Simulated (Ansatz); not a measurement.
Gas-phase reaction in SMILES: C1C2CCC=2C1 + 8 C (CH4) -> C=C (C2H4) [ethene] + 6 CC (C2H6) [ethane]

Wanted: bond separation energy (electronic), in kcal/mol. Terms: six Cartesian d functions in 6-31G* and its kin unless marked 5d; spin-orbit terms left out; frozen cores in correlated levels; dispersion terms only where a functional's name holds one; non-relativistic. CBS marks a two-point X^-3 extrapolation of the correlation energy; Hartree-Fock from the larger set. [CCSD(T)-MP2]/basis is that difference in the basis named. First-principles rows: single points at B3LYP-D3(BJ) geometries (Ansatz, a first-principles code).

```csv
species,coefficient,"E at PBE/6-31G* (Ansatz), Eh","E at B3LYP/def2-TZVPD (Ansatz), Eh"
C1CC2=C1CC2,-1,-233.00116,-233.40134
C (CH4),-8,-40.44431,-40.53767
C=C (C2H4),+1,-78.46545,-78.62405
CC (C2H6),+6,-79.69820,-79.86423
```

Coupled cluster (Ansatz) is a level with limits of its own, used here on species with T1 under 0.025 (0.045 for open shells) and stable references: RI-MP2/CBS(cc-pVTZ,cc-pVQZ)+[CCSD(T)-MP2]/cc-pVTZ. Value to compare with, RI-MP2/CBS(cc-pVTZ,cc-pVQZ)+[CCSD(T)-MP2]/cc-pVTZ (Ansatz): -66.1 kcal/mol. 1 Eh = 627.5095 kcal/mol.

Q: Work the quantity out at each level, and compare with RI-MP2/CBS(cc-pVTZ,cc-pVQZ)+[CCSD(T)-MP2]/cc-pVTZ (Ansatz).

A: 
- PBE/6-31G*: the sum of coefficient times E is -0.09901 Eh, or -62.13 kcal/mol. Result: -62.1 kcal/mol. Its difference against RI-MP2/CBS(cc-pVTZ,cc-pVQZ)+[CCSD(T)-MP2]/cc-pVTZ (Ansatz) is 4.0 kcal/mol.
- B3LYP/def2-TZVPD: the sum of coefficient times E is -0.10673 Eh, or -66.97 kcal/mol. Result: -67.0 kcal/mol. Its difference against RI-MP2/CBS(cc-pVTZ,cc-pVQZ)+[CCSD(T)-MP2]/cc-pVTZ (Ansatz) is -0.9 kcal/mol.
